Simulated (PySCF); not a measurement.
# Which determinant of CN⁺ lies lowest?

Unrestricted PBE0; basis C def2-TZVP, N def2-TZVP; no relativity; PySCF 2.14. Outer shells of the fragments: C+ 2s2 2p1; N 2s2 2p3.

Followed along the bond (rough minima from three points):

| 2Ms+1 | unpaired | ⟨S²⟩ at the start | R at minimum (Å) | Te (eV) |
| --- | --- | --- | --- | --- |
| 3 | σ ↑, π ↑ | 2.03 | 1.23 | 0.00 |
| 1 | σ ↑, π ↓ | 1.15 | 1.23 | 0.30 |
| 3 | π ↑↑ | 2.01 | 1.36 | 0.91 |
| 1 | π ↑↓ | 1.00 | 1.36 | 1.36 |
| 5 | σ ↑, π ↑↑↑ | 6.00 | none in the scan | ≤ 3.41 |

Solutions found at the starting distance of 1.465 Å, counted from the lowest of them; the search is not exhaustive and high or unbound solutions are not listed, so other states can lie among these:

```csv
2Ms+1,unpaired,term,E (eV),⟨S²⟩,⟨Lz²⟩,μ (D)
3,π ↑↑,³Σ⁻,0.00,2.01,0.00,-0.84
3,"σ ↑, π ↑",³Π,0.20,2.03,1.01,-1.58
1,"σ ↑, π ↓",mixed,0.42,1.15,1.00,-1.80
1,π ↑↓,mixed,0.44,1.00,2.01,-0.75
1,none,mixed,1.79,0.00,2.00,-0.52
1,none,mixed,1.91,1.34,0.00,-1.47
5,"σ ↑, π ↑↑↑",⁵Π,2.33,6.00,1.00,-1.43
3,"σ ↑, π ↑↑↓",mixed,3.20,3.01,3.01,-1.47
3,"σ ↓, π ↑↑↑",mixed,3.43,3.03,1.00,-1.03
1,"σ ↑, π ↑↓↓",mixed,3.82,2.02,3.02,-0.95
```

A term symbol is given only where ⟨S²⟩ and ⟨Lz²⟩ are close to those of a pure state; real π, δ and φ orbitals otherwise mix terms. A positive dipole points towards N; it is taken about the centre of mass and depends on that origin.
